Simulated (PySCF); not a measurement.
Input of a run (PBE0-D3(BJ)/def2-SVP geometry optimisation, gas phase (PySCF 2.14.0)), started from GFN2-xTB:
```
{"job": {"xc": "PBE0", "basis": "def2-SVP", "d3": "d3bj", "grid": 1, "kind": "geom"}, "charge": 1, "multiplicity": 2}
O      2.358010    -0.172570    -0.237330
C      1.203710    -0.086950    -0.124500
C      0.092800     0.879490    -0.547710
C     -1.035880     0.073490     0.094020
C      0.070780    -0.887980     0.524520
H      0.283210     1.855140    -0.091700
H      0.068580     0.931150    -1.639970
H     -1.557090     0.572680     0.905740
H     -1.757630    -0.340920    -0.603610
H      0.252490    -0.937680     1.601780
H      0.031890    -1.880500     0.066840
```

Output (energies in Eh, forces in Eh/bohr):
```
step   0  E = -230.45746738  max force = 0.023135
step   1  E = -230.46065110  max force = 0.010487
step   2  E = -230.46106844  max force = 0.005610
step   3  E = -230.46110649  max force = 0.002905
step   4  E = -230.46111945  max force = 0.000413
optimisation converged
```

Q: Summarise the run.

A: The energy falls by 0.099 eV over 5 energy and gradient evaluations, the largest force component goes from 0.0231 to 4.1e-04 Eh/bohr, and the atoms move by 0.035 Å rms after alignment. Among the bonds, C2–C3 and C2–C5 change most and about equally (+0.044 Å). Bonds longer at the end by more than 0.005 Å: 8 of 11; shorter: 0. Among the angles that change most is C3–C4–C5, from 85.1° to 89.3°. The energy never rose by more than 1e-6 Eh on the way. The first step brought 87 % of the lowering.

Q: What are the final bond lengths?

A: O1=C2 1.163 Å, C2–C3 1.576 Å, C3–C4 1.526 Å, C4–C5 1.526 Å, C2–C5 1.576 Å, C3–H6 1.104 Å, C3–H7 1.104 Å, C4–H8 1.096 Å, C4–H9 1.096 Å, C5–H10 1.104 Å, C5–H11 1.104 Å. Numbering counts from 1 in the input's order; the species is `[O+]=C1CCC1` [radical].

The run used 100 basis functions and 42 SCF cycles in all. The run took 33 s wall on an Arm Neoverse V1 with one thread, on a shared host.

Whether it is a minimum is left open (no frequencies). ⟨S²⟩ = 0.758 (exact for a doublet: 0.75).
